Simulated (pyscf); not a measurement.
**Four-centre exchange: F–GeH(F)–F + HF → F–Ge(F)(F)–F + H₂**

Gas phase, singlet surface, charge 0. Bonds broken: Ge2–H5, F6–H7. Bonds formed: Ge2–F6, H5–H7. Single points on ωB97X-D3(BJ)/def2-SVP structures (PySCF, gas phase).

Transition state (Å):

```xyz
7

F      1.2334     0.0836    -0.9340
Ge    -0.2487     0.1536    -0.0898
F     -0.2576     1.0426     1.3673
F     -1.1892     1.1635    -1.1229
H     -1.5272    -1.0278    -0.4110
F      0.1011    -1.4988     0.8255
H     -0.9542    -1.5430     0.1785
```

One imaginary mode, 1238i cm⁻¹; descent along it reached the two sides named.

| bond | change | reactant side (Å) | saddle | product side |
|---|---|---|---|---|
| Ge2–H5 | breaks | 1.512 | 1.770 | 3.6 |
| F6–H7 | breaks | 0.925 | 1.239 | 2.9 |
| Ge2–F6 | forms | 2.7 | 1.921 | 1.701 |
| H5–H7 | forms | 2.9 | 0.970 | 0.760 |

Electronic energies relative to the separated reactants (eV):

```csv
level,barrier,reaction energy,reverse barrier
ωB97X-D3(BJ)/def2-TZVP,1.62,-0.32,1.94
PBE/def2-TZVP,1.36,-0.28,1.64
r²SCAN/def2-TZVP,1.37,-0.40,1.77
B3LYP-D3(BJ)/def2-TZVP,1.62,-0.29,1.91
PBE0-D3(BJ)/def2-TZVP,1.54,-0.24,1.78
M06-2X/def2-TZVP,1.57,-0.49,2.06
ωB97M-D3(BJ)/def2-TZVP,1.64,-0.28,1.92
HF/def2-TZVP,2.37,-0.31,2.68
```

With ωB97M-D3(BJ)/def2-TZVP energies and thermal terms (ideal gas, 1 atm, RRHO with modes under 100 cm⁻¹ raised to 100, one conformer, R ln 2 for rigid chiral ones), in eV:

```csv
T (K),ΔH‡,ΔG‡,ΔH,ΔG
298,1.57,1.97,-0.39,-0.28
600,1.56,2.39,-0.36,-0.19
900,1.57,2.80,-0.34,-0.11
1200,1.59,3.20,-0.32,-0.04
```

At the saddle there is also a short Ge–H contact that neither side keeps. The same reactants have a lower exit, to HF + F–Ge:–F [singlet] + HF (barrier +1.36 eV at ωB97M-D3(BJ), against +1.64 eV here). This is the saddle that the search found; another between the same sides may lie lower. Elements up to Kr have no core potential and no relativistic terms here.
